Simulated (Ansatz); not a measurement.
Results of PBE in Ansatz (PAW) for corundum (α-Al2O3).

Settings: plane-wave cutoff 520 eV, 6×6×6 k mesh, scalar-relativistic PAW data made under PBE.

Cell (relaxed at this level):

```cif
data_Al4O6
_chemical_formula_sum 'Al4 O6'
_space_group_name_H-M_alt 'P 1'
_space_group_IT_number 1
_cell_length_a 5.18121
_cell_length_b 5.18121
_cell_length_c 5.18121
_cell_angle_alpha 55.301
_cell_angle_beta 55.301
_cell_angle_gamma 55.301
loop_
_space_group_symop_operation_xyz
  'x, y, z'
loop_
_atom_site_label
_atom_site_type_symbol
_atom_site_fract_x
_atom_site_fract_y
_atom_site_fract_z
_atom_site_occupancy
Al1 Al 0.85215 0.85215 0.85215 1
Al2 Al 0.35215 0.35215 0.35215 1
Al3 Al 0.14785 0.14785 0.14785 1
Al4 Al 0.64785 0.64785 0.64785 1
O1 O 0.44383 0.05617 0.75000 1
O2 O 0.05617 0.75000 0.44383 1
O3 O 0.55617 0.94383 0.25000 1
O4 O 0.25000 0.55617 0.94383 1
O5 O 0.94383 0.25000 0.55617 1
O6 O 0.75000 0.44383 0.05617 1
```

Predict the elastic constant C33, elastic constant C12, elastic constant C66, elastic constant C13, elastic constant C44 and elastic constant C11.


- elastic constant C33 = 452 GPa
- elastic constant C12 = 149 GPa
- elastic constant C66 = 150 GPa
- elastic constant C13 = 106 GPa
- elastic constant C44 = 131 GPa
- elastic constant C11 = 448 GPa

Measured, for comparison: elastic constant C33 501 GPa, elastic constant C12 163 GPa, elastic constant C44 147 GPa (temperature not stated, not corrected to a static lattice; as tabulated in Oses et al. (2018), arXiv:1811.08464); elastic constant C13 116 GPa (temperature not stated, not corrected to a static lattice, our sources range from 112 to 116; as tabulated in Oses et al. (2018), arXiv:1811.08464); elastic constant C11 497 GPa (temperature not stated, not corrected to a static lattice; as tabulated in Liu et al. (2023), arXiv:2002.00005). Computed (rounded) less measured: elastic constant C33 -10 %, elastic constant C12 -9 %, elastic constant C13 -9 % (-5 % to -9 % over the range), elastic constant C44 -11 %, elastic constant C11 -10 %.

Elastic constants are with the ions relaxed.

The result took around 10 core-minutes (rough).

Ansatz is a quantum-chemistry and plane-wave program.
